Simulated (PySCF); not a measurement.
# Stretching PO

Set-up: basis P 6-31G(d,p), O 6-31G(d,p); no relativity; PySCF 2.14. Energies in eV from P + O in their ground configurations at the same level. State: ²Π (doublet), unpaired electrons π ↑.

```csv
R (Å),M06-2X
1.285,-3.788
1.345,-4.910
1.404,-5.517
1.449,-5.721
1.494,-5.762
1.539,-5.677
1.599,-5.415
1.673,-4.926
1.763,-4.199
1.882,-3.099
```

Q: Put a parabola through the three lowest points of the M06-2X curve and estimate Re, k and ωe (reduced mass 10.55 u; 1 eV/Å² = 0.16022 mdyn/Å; ωe = 1302.8·√(k/μ) cm⁻¹).

A: Through R = 1.449, 1.494, 1.539 Å the second-order coefficient is 31.1 eV/Å², so Re ≈ 1.486 Å, k ≈ 9.97 mdyn/Å and ωe ≈ 1266 cm⁻¹. A polynomial fit of higher order to the unrounded M06-2X energies gives Re = 1.484 Å, k = 10.6 mdyn/Å, ωe = 1307 cm⁻¹; anharmonicity and rounding make the difference.

The higher-order fit for each curve: M06-2X: Re = 1.484 Å, ωe = 1307 cm⁻¹, De = 5.77 eV.

The state is the lowest determinant that a PBE0 search found; another state may lie lower at other levels.
